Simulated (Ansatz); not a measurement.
`F/C=C/CF` at its PBE0-D4/def2-TZVP geometry, where that method's forces vanish. Charge 0, multiplicity 1.

```xyz
9

F    -1.9551   -0.9119    1.3614
C    -1.2130   -0.3886    0.3800
C     0.0811   -0.1845    0.5266
C     0.9425    0.3939   -0.5368
F     0.2174    0.6851   -1.6730
H    -1.7878   -0.1646   -0.5095
H     0.5625   -0.4452    1.4638
H     1.7379   -0.3062   -0.8181
H     1.4145    1.3221   -0.1942
```

Problem. What forces (eV/Å) does PBE-D4/def2-TZVPP give on these atoms in Ansatz? (An estimate is asked.)

Solution. The calculation gave: 
```
F1  -0.431 -0.282  0.513
C2  -0.180  0.088 -0.322
C3   0.478  0.080  0.042
C4   0.130 -0.103  0.336
F5  -0.333  0.161 -0.595
H6  -0.137  0.054 -0.214
H7   0.112 -0.055  0.201
H8   0.217 -0.157 -0.051
H9   0.143  0.214  0.090
```
